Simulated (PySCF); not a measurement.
alpha-epichlorohydrin, C3H5ClO, SMILES ClC[C@@H]1CO1, point group C1.

Level: B3LYP/pcSseg-1 in PySCF (density fitting, grid level 2); geometry and Hessian at that level, cubic constants and property derivatives from steps of ±0.6 along each species' dimensionless normal coordinates, second-order vibrational perturbation theory. The parent has the commonest isotopes.

Equilibrium geometry (Å):

| atom | x | y | z |
| --- | --- | --- | --- |
| Cl1 | 1.9994 | 1.2529 | -0.8399 |
| C2 | 1.2143 | -0.1212 | 0.0577 |
| C3 | -0.1979 | -0.3278 | -0.4148 |
| C4 | -1.3290 | 0.3088 | 0.2644 |
| O5 | -1.0185 | -1.0726 | 0.4875 |
| H6 | 1.2394 | 0.1224 | 1.1210 |
| H7 | 1.8286 | -1.0050 | -0.1261 |
| H8 | -0.3054 | -0.6037 | -1.4654 |
| H9 | -1.1435 | 0.9712 | 1.1110 |
| H10 | -2.2519 | 0.4938 | -0.2855 |

Question: Give the equilibrium and ground-state rotational constants (MHz) of parent; ²H at 6.

Answer: 
```
species     Ae      Be      Ce     A0      B0      C0  Δ0 (u Å²)  harmonic ZPE (cm⁻¹)
 parent  13183  1983.2  1847.7  13053  1972.1  1836.1    -19.742                16840
²H at 6  12421  1969.7  1843.4  12301  1958.8  1832.1    -23.244                16107
```

Δ0 = Ic − Ia − Ib from the ground-state constants.

Question: How is the parent's vibrational correction B0 − Be made up?

Answer: 
```csv
axis,harmonic,Coriolis,cubic,total (MHz)
a,28.3,-33.5,-125,-130
b,2.11,-0.749,-12.5,-11.2
c,1.23,-0.731,-12.1,-11.6
```

Question: And its quartic centrifugal distortion constants from the harmonic force field?

Answer: Asymmetric top, A reduction, Ir representation: ΔJ = 0.616 kHz, ΔJK = -5.87 kHz, ΔK = 63.1 kHz, δJ = 0.0963 kHz, δK = 3.39 kHz.

Question: Which nuclear quadrupole couplings χaa, χbb, χcc (MHz) does the parent show, at equilibrium and averaged?

Answer: 35Cl at 1: -46.5, 10.1, 36.4 and -46.1, 9.8, 36.3.

A mode lies under 250 cm⁻¹, where this perturbation treatment is rough. Internal rotors are held in one well.
